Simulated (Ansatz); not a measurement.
`FBF` + H₂ → `BF` + H–F at 700 K and 1 bar (hydrogenolysis of a B–F bond).

Gas-phase electronic energies from Ansatz, PBE0-D4/def2-TZVP geometries. CCSD(T)/CBS is frozen-core, at the limit of the def2 triple- and quadruple-zeta sets.

```
species  CCSD(T)/CBS energy (Eh)  H − E (kJ/mol)  S (J/(mol·K))
  `FBF`               -225.09114            79.5          289.3
     H₂                 -1.17463            46.8          155.3
   `BF`               -125.81724            88.4          262.0
    H–F               -100.39431            45.2          198.5
```

H − E and S are ideal-gas, rigid-rotor, harmonic terms from PBE0-D4/def2-TZVP. 1 Eh = 2625.50 kJ/mol, R = 8.31446 J/(mol·K).

**Question.** By hand: ΔE, ΔH, ΔS and ΔG.

**Answer.** ΔE = (-125.81724) + (-100.39431) − (-225.09114) − (-1.17463) = 0.05422 Eh = 142.4 kJ/mol. Δ(H − E) = 88.4 + 45.2 − 79.5 − 46.8 = 7.3, so ΔH = 149.7 kJ/mol. ΔS = 262.0 + 198.5 − 289.3 − 155.3 = 15.9 J/(mol·K). ΔG = 149.7 − 700 × (15.9)/1000 = 138.6 kJ/mol.

**Question.** By hand: the equilibrium constant, and the temperature at which ΔG would vanish if ΔH and ΔS stayed fixed.

**Answer.** log₁₀ K = −ΔG/(RT ln 10) = -10.3. ΔG = 0 at ΔH/ΔS = 9415 K, far beyond where these terms or the molecules hold.

ΔH outweighs TΔS. A doubt of 5 kJ/mol in ΔE shifts log₁₀ K by 0.4 here. These are equilibria of isolated gas molecules and say nothing of rates. Largest T1 diagnostic: 0.013 (customary marks: 0.02 for closed shells, 0.045 for open ones).
